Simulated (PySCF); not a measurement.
**A barrier at the coupled-cluster level**

Start structure (AlH3S2, singlet), relaxed at PBE0-D4/def2-TZVP:

```
6
angstrom
Al -0.6992 0.3399 -0.3410
S 0.7484 1.6551 0.6240
S -0.4131 -1.8192 -0.4561
H 0.7619 -1.8103 0.1949
H -1.9924 0.9683 -0.9767
H 1.5885 0.6635 0.9661
```

The step: AlH₃S₂ ([SH][AlH][SH]) → AlHS ([AlH][S]) + H₂S (still joined by a long Al–S bond); bonds formed: S2–H4; bonds broken: S3–H4; bonds weakened to dative contacts: Al1–S2. Program: PySCF 2.14 with density fitting (its default auxiliary sets; JK sets also for MP2 and CCSD(T)). Basis: def2-TZVPP and def2-QZVPP. Cores are frozen in the correlated methods. Extrapolation: Hartree–Fock as exp(−7.88 √X), correlation as X^−2.97. Energies below are by CCSD(T) at an estimated basis limit (MP2 extrapolated from triple and quadruple zeta, plus CCSD(T) − MP2 in triple zeta).

Question: What are the electronic barrier and the energy of the step, from the start structure to the end structure? (An estimate is asked for; the value comes from the calculation.)

Answer: By the calculation: Barrier 168.5 kJ/mol; step energy 160.6 kJ/mol (uphill); reverse barrier, their difference, 7.9 kJ/mol. Barrier and step energy count from the start structure, the reverse barrier from the end structure.

The saddle point: One imaginary mode of 174i cm⁻¹.
| pair | start (Å) | saddle (Å) | end (Å) |
| --- | --- | --- | --- |
| S2–H4 | 3.49 | 1.41 | 1.35 |
| Al1–S2 | 2.18 | 2.50 | 2.54 |
| S3–H4 | 1.34 | 2.26 | 3.11 |

Zero-point energy (harmonic, PBE0-D4): ZPE is 68.1 kJ/mol at the start and 65.0 kJ/mol at the saddle, so the barrier goes from 168.5 to 165.4 kJ/mol.

First-order rate constant out of the start structure at 498 K by transition-state theory, with harmonic vibrational free energies alone and no tunnelling: ΔA‡ = 170.0 kJ/mol, so k = (kB T/h) exp(−ΔA‡/kB T) ≈ 10^-5 s⁻¹ (an order of magnitude at best: rotation, the number of equivalent paths and anharmonicity are left out).

The T1 diagnostic stays at or below 0.018.

Labels in which every atom is bracketed show which atoms are joined, not bond orders.

For scale, one of the runs: CCSD(T)/def2-TZVPP, 168 basis functions, launched by `OMP_NUM_THREADS=4 python run.py`. Time: 45 s of wall clock on 4 CPU threads of an AMD EPYC 9R45; the host was shared. Peak host memory: 1.1 GiB.
